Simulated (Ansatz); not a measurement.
# Si2H4Cl+ (SMILES [SiH2+][SiH2]Cl): functionals against CCSD(T) at one geometry

The task here is to estimate one member of a computed series from the others.

The runs use Ansatz 0.2.0, Gaussian basis; single points in def2-TZVPP.

Cores are frozen in the correlated methods.

## The starting structure

7 atoms, charge 1, spin multiplicity 1.

Atoms are counted from 1 here; the program's logs count them from 0.

Bond lengths: Si1–Si2 2.403 Å, Si1–H4 1.459 Å, Si1–H5 1.514 Å, Si2–Cl3 1.993 Å, Si2–H6 1.477 Å, Si2–H7 1.473 Å. Angles: Si2–Si1–H4 131.5°, Si2–Si1–H5 125.2°, H4–Si1–H5 103.3°, Si1–Si2–Cl3 110.4°, Si1–Si2–H6 103.9°, Si1–Si2–H7 102.9°, Cl3–Si2–H6 113.4°, Cl3–Si2–H7 113.4°, H6–Si2–H7 111.9°.

Geometry (Å):

```xyz
7
ClH4Si2
Si   -1.0905    0.1891   -0.7074
Si    0.9165   -0.0917    0.5837
Cl    1.0643   -1.9680    1.2395
H    -2.1415   -0.7523   -1.0781
H    -1.5362    1.4818   -1.3579
H     0.7801    0.9003    1.6700
H     1.9763    0.2800   -0.3691
```

The first run:

run/in.yaml

```yaml
crystal:
  periodic: [false, false, false]
  atoms:
    - {symbol: Si, position_ang: [-1.090500, 0.189100, -0.707400]}
    - {symbol: Si, position_ang: [0.916500, -0.091700, 0.583700]}
    - {symbol: Cl, position_ang: [1.064300, -1.968000, 1.239500]}
    - {symbol: H, position_ang: [-2.141500, -0.752300, -1.078100]}
    - {symbol: H, position_ang: [-1.536200, 1.481800, -1.357900]}
    - {symbol: H, position_ang: [0.780100, 0.900300, 1.670000]}
    - {symbol: H, position_ang: [1.976300, 0.280000, -0.369100]}
basis:
  gaussian: {orbitals: def2-TZVPP}
total_charge: 1
correlation: {method: ccsd_t}
output: {forces: true}
```

The command line of these runs was not kept.

Steps of the session up to this table: CCSD(T)/def2-TZVPP; PBE0-D4/def2-TZVPP; wB97M-V/def2-TZVPP; r2SCAN-D4/def2-TZVPP; PBE-D4/def2-TZVPP; CAM-B3LYP-D4/def2-TZVPP; BHLYP-D4/def2-TZVPP.

One table of the session follows, with a row left open; its other results are not shown here.

| method | RMS force component (eV/Å) | angle to CCSD(T) forces (°) |
| --- | --- | --- |
| CCSD(T) | 0.359 | reference |
| PBE0-D4 | 0.304 | 17.3 |
| wB97M-V | 0.359 | 7.5 |
| r2SCAN-D4 | 0.306 | 17.9 |
| PBE-D4 | ? | ? |
| CAM-B3LYP-D4 | 0.345 | 6.0 |
| BHLYP-D4 | 0.393 | 14.7 |

Estimate the missing values for PBE-D4.

As computed: RMS force component (eV/Å): 0.323; angle to CCSD(T) forces (°): 35.7. In the column «RMS force component (eV/Å)» it lies between r2SCAN-D4 (0.306) and CAM-B3LYP-D4 (0.345).
